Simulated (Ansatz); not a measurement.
Input for Ansatz (development build ahead of 0.2.0):

```yaml
crystal:
  periodic: [false, false, false]
  atoms:
    - { symbol: O, position_ang: [0.0, 0.0, -0.11009] }
    - { symbol: H, position_ang: [0.0, 0.69384, 0.44036] }
    - { symbol: H, position_ang: [0.0, -0.69384, 0.44036] }
basis:
  gaussian: { orbitals: STO-3G }
hamiltonian:
  xc: hf
```

The input is written out in the form of the current development build from the run's settings.

Output:

| Property | Result |
| --- | --- |
| Converged | yes |
| Total energy | -74.93710 hartree |
| Spin squared of the determinant | 0.000 |

Caution: no unrestricted run beside it, a lower state can exist.
